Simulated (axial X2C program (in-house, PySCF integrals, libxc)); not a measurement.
**CF: from Re and ωe to a spectrum**

A bond curve at the PBE0 level, 2c, was computed with an in-house all-electron X2C program for linear molecules (integrals from PySCF) (basis F dyall-av3z [7s6p3d2f], C dyall-v3z [7s6p2d1f] (cores contracted in-house)) for the state Ω = 1/2 (⟨Sz⟩ = -0.50, ⟨Lz⟩ = 1.00 at PBE0). Its fit gives Re = 1.2679 Å, ωe = 1334.8 cm⁻¹, ωexe = 10.7 cm⁻¹ and αe = 1.797e-02 cm⁻¹; the masses are 18.9984 and 12.0000 u. Two-component means X2C with spin–orbit coupling and atomic mean-field Coulomb and Gaunt terms.

(1) Find the reduced mass, Be and the force constant.

(2) Estimate the centrifugal constant by the Kratzer relation.

(3) Estimate De from a Morse curve and compare with the computed well depth of 5.750 eV to F + C.

(4) Where do the fundamental and the first overtone lie?

(5) The dipole moment p changes by 5.90 D/Å at Re. What harmonic infrared intensity follows?

The state is a single determinant with fixed occupations, the lowest that a limited PBE0 search found. De is counted from the lowest determinant-based energies of the atoms at the same level, without counterpoise correction. Density functionals use the spin component along the axis (collinear). In 2c an atomic determinant is not the ground J level, so De misses part of the atomic spin–orbit lowering. This holds for PBE0. The functionals have no current-density term, which raises determinants with orbital currents, atoms included.

Answers

(1) From the PBE0 values: μ = 7.3546 u. Be = 16.8576/(μ Re²) = 1.426 cm⁻¹. k = 5.8918×10⁻⁷ μ ωe² = 7.72 mdyn/Å.

(2) D = 4Be³/ωe² = 6.51e-06 cm⁻¹.

(3) De(Morse) = ωe²/(4ωexe) = 5.161 eV against 5.750 eV computed, a ratio of 0.90. For De the Morse form works well here.

(4) ν(1←0) = ωe − 2ωexe = 1313.4 cm⁻¹; ν(2←0) = 2ωe − 6ωexe = 2605.4 cm⁻¹.

(5) I = 42.256 × (dp/dR)²/μ = 200 km/mol.
